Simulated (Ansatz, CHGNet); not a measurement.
**α-phase Ga, cohesive energy**

Reference value: 2.81 eV/atom (measured, 0 K, copied from a table, unchecked, 0 K, 1 atm; zero-point vibration energy not added; as tabulated in Kittel's textbook).

```csv
level (code),value (eV/atom),cell (Å³/atom),difference (eV/atom)
CHGNet 0.3.0,2.41,20.73,-0.40
LDA (Ansatz),3.44,18.36,+0.63
PBE (Ansatz),2.63,20.29,-0.18
revPBE (Ansatz),2.30,20.87,-0.51
PBE-D3(BJ) (Ansatz),2.92,19.38,+0.11
PBE-D4 (Ansatz),3.09,19.00,+0.28
rVV10 (Ansatz),2.76,21.06,-0.05
r²SCAN (Ansatz),2.84,19.20,+0.03
r²SCAN+rVV10 (Ansatz),3.03,18.93,+0.22
r²SCAN0 (Ansatz),2.74,18.94,-0.07
Hartree–Fock (Ansatz),1.14,20.92,-1.67
```

Leaving aside CHGNet 0.3.0 (doubt noted below): Once the reference is moved by up to 0.20 eV/atom (a margin picked here for doubts on the reference and the settings, and for temperature and zero-point motion) and values within 0.03 eV/atom count as equal, the nearest can be r²SCAN (+0.03 eV/atom), rVV10 (-0.05 eV/atom), r²SCAN0 (-0.07 eV/atom), PBE-D3(BJ) (+0.11 eV/atom), PBE (-0.18 eV/atom) or r²SCAN+rVV10 (+0.22 eV/atom). Farthest off among them: Hartree–Fock (-1.67 eV/atom).

Free atoms are spin-polarised, in the lowest state found; at levels without +SOC their spin–orbit coupling is left out. The reference isn't brought to a static lattice, while the calculations are for one, so the differences are not the levels' errors alone.  CHGNet 0.3.0: free atoms can lie outside what these potentials were trained on. Each level is taken at its own relaxed cell. Cutoffs and k meshes differ between the levels. Ansatz's density-functional and Hartree–Fock values are scalar-relativistic unless marked +SOC, with PAW data made under PBE.

Machine-learned potentials (CHGNet 0.3.0) are trained on DFT data: a solid inside that data is no test of them.

Differences are worked out from the printed values.

Ansatz is a first-principles code.
